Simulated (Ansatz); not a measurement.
Ansatz (a quantum-chemistry and plane-wave program) input (PBE/6-31G*):

Ansatz 0.2 input:
```yaml
crystal:
  periodic: [false, false, false]
  atoms:
    - {symbol: Si, position_ang: [-0.00000000, -0.00000000, 0.00000000]}
    - {symbol: H, position_ang: [0.87559489, 0.85467525, 0.83309847]}
    - {symbol: H, position_ang: [-0.82219976, -0.86546541, 0.87529791]}
    - {symbol: H, position_ang: [-0.88619780, 0.85452031, -0.82197187]}
    - {symbol: H, position_ang: [0.83280267, -0.84373015, -0.88642451]}
basis:
  gaussian:
    orbitals: 6-31G*
hamiltonian:
  xc: {name: PBE}
relax: {f_tol: 0.003, max_steps: 120}
```

Output:

```
Functional definition: PBE
integrals: 0.00 GiB planned
306 factors; integrals over basis functions are off by at most 6.9e-4 eV
mean field: 0.05 GiB planned
mean field evaluation 1: about -7936.7663 eV, gradient 1.0e1 eV
mean field evaluation 2: about -7937.1820 eV, gradient 4.9e0 eV
mean field evaluation 4: about -7937.2850 eV, gradient 4.0e-2 eV
mean field evaluation 8: about -7937.2840 eV, gradient 2.8e-5 eV
mean field -7937.28397781 eV, -291.6898061002 hartree, gradient 2.8e-5 eV, S^2 0.000000; 0 other end points of the search recorded, 0 dependent functions left out
the calculation of the forces begins
reference -7937.28400625 eV, -291.6898071453 hartree; 9, 9 occupied and 18, 18 virtual orbitals, 306 factors
relax step   1: F+E_penalty+E_count = -7937.28397781 eV  Δ(F+E_penalty+E_count) = +0.000e0 eV  max|allowed force component| = 2.004e-1 eV/Å  Δτ_max = 0.0000 Å  (18 SCF iters, accepted)
these checks for a lower state are left out or cut short: starts, cluster_reference, orbital_swaps, neighbouring_geometries, increment
integrals: 0.00 GiB planned
306 factors; integrals over basis functions are off by at most 7.0e-4 eV
mean field: 0.05 GiB planned
mean field -7937.29511578 eV, -291.6902154132 hartree, gradient 1.7e-5 eV, S^2 0.000000; 0 other end points of the search recorded, 0 dependent functions left out
the calculation of the forces begins
reference -7937.29514427 eV, -291.6902164600 hartree; 9, 9 occupied and 18, 18 virtual orbitals, 306 factors
relax step   2: F+E_penalty+E_count = -7937.29511578 eV  Δ(F+E_penalty+E_count) = -1.114e-2 eV  max|allowed force component| = 5.028e-2 eV/Å  Δτ_max = 0.0134 Å  (19 SCF iters, accepted)
these checks for a lower state are left out or cut short: starts, cluster_reference, orbital_swaps, neighbouring_geometries, increment
integrals: 0.00 GiB planned
306 factors; integrals over basis functions are off by at most 7.0e-4 eV
mean field: 0.05 GiB planned
mean field evaluation 16: about -7937.2971 eV, gradient 1.7e-1 eV
mean field -7937.29589662 eV, -291.6902441085 hartree, gradient 7.6e-5 eV, S^2 0.000000; 0 other end points of the search recorded, 0 dependent functions left out
the calculation of the forces begins
reference -7937.29592512 eV, -291.6902451559 hartree; 9, 9 occupied and 18, 18 virtual orbitals, 306 factors
relax step   3: F+E_penalty+E_count = -7937.29589662 eV  Δ(F+E_penalty+E_count) = -7.808e-4 eV  max|allowed force component| = 5.742e-4 eV/Å  Δτ_max = 0.0046 Å  (15 SCF iters, accepted)
integrals: 0.00 GiB planned
306 factors; integrals over basis functions are off by at most 7.0e-4 eV
mean field: 0.05 GiB planned
mean field -7937.29589662 eV, -291.6902441085 hartree, gradient 7.6e-5 eV, S^2 0.000000; 1 other end points of the search recorded, 0 dependent functions left out
the calculation of the forces begins
reference -7937.29592512 eV, -291.6902451559 hartree; 9, 9 occupied and 18, 18 virtual orbitals, 306 factors
Total energy: -7937.29592512 eV, -291.6902451559 hartree
Atom 0 at     0.000000     0.000000     0.000000 Å, force     0.000000    -0.000000     0.000000 eV/Å
Atom 1 at     0.886238     0.865065     0.843225 Å, force     0.000567     0.000554     0.000540 eV/Å
Atom 2 at    -0.832194    -0.875986     0.885938 Å, force    -0.000532    -0.000560     0.000567 eV/Å
Atom 3 at    -0.896970     0.864908    -0.831964 Å, force    -0.000574     0.000554    -0.000532 eV/Å
Atom 4 at     0.842926    -0.853986    -0.897200 Å, force     0.000540    -0.000547    -0.000574 eV/Å
Dipole moment:     0.000000    -0.000000     0.000000 e Å
```

The geometry given is a B3LYP-D3(BJ)/def2-TZVP minimum.
